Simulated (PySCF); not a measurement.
Compound: C₂ClF₃.
Numbering: `[F:1][C:2]([F:3])=[C:4]([F:5])[Cl:6]`

Structure used (PBE0-D3(BJ)/def2-SVP), in Å, numbered top down from 1:
```xyz
6
C2ClF3 angstrom
F      0.3221   -0.6433    1.6609
C      0.1701    0.1616    0.6427
F      0.3477    1.4169    0.9523
C     -0.1366   -0.2642   -0.5837
F     -0.3039   -1.5502   -0.8293
Cl    -0.3363    0.7832   -1.9122
```

Jobs on this species (6 atoms, 56 electrons) with PySCF (density fitting). Hardware of each: one thread of an Arm Neoverse V1 (shared host). Other jobs ran on the host; a repeat could differ by tens of per cent or more.

| level and settings | work | basis functions | SCF cycles | wall time |
| --- | --- | --- | --- | --- |
| PBE/pcSseg-2 | shieldings | 223 | ? | ? |
| CAM-B3LYP/def2-SVPD | 10 singlets by full TDDFT, 4 Tamm–Dancoff triplets, polarisability, ΔSCF ions | 136 | ? | ? |
| PBE0/6-31G* | 10 singlets by full TDDFT, 4 Tamm–Dancoff triplets, polarisability | 88 | ? | ? |
| wB97X-D/def2-SVPD | 10 singlets by full TDDFT, 4 Tamm–Dancoff triplets, polarisability, ΔSCF ions | 136 | 14 | 24 s |
| PBE0-D3(BJ)/def2-SVP, grid level 1 | geometry optimisation from a GFN2-xTB start | 88 | 55 | 20 s |
| PBE0/def2-SVPD | 10 singlets by full TDDFT, 4 Tamm–Dancoff triplets, polarisability, ΔSCF ions | 136 | 13 | 20 s |
| PBE0/pcSseg-1 | shieldings, charges and field gradients | 109 | 13 | 6.7 s |
| BHandHLYP/def2-SVPD | 10 singlets by full TDDFT, 4 Tamm–Dancoff triplets, polarisability, ΔSCF ions | 136 | 12 | 20 s |
| PBE0-D3(BJ)/def2-SVP, grid level 1 | geometry optimisation from an MMFF94s start shaken at random | 88 | 61 | 23 s |

Problem. Fill in the missing figures.

Solution. 
- PBE/pcSseg-2; shieldings: 24 s, 15 SCF cycles
- CAM-B3LYP/def2-SVPD; 10 singlets by full TDDFT, 4 Tamm–Dancoff triplets, polarisability, ΔSCF ions: 25 s, 13 SCF cycles
- PBE0/6-31G*; 10 singlets by full TDDFT, 4 Tamm–Dancoff triplets, polarisability: 6.7 s, 12 SCF cycles

Problem. What do all jobs in the table cost together?

Solution. About 2.8 min; the longest takes about 15 % of that, and about 3.7 times as long as the shortest.
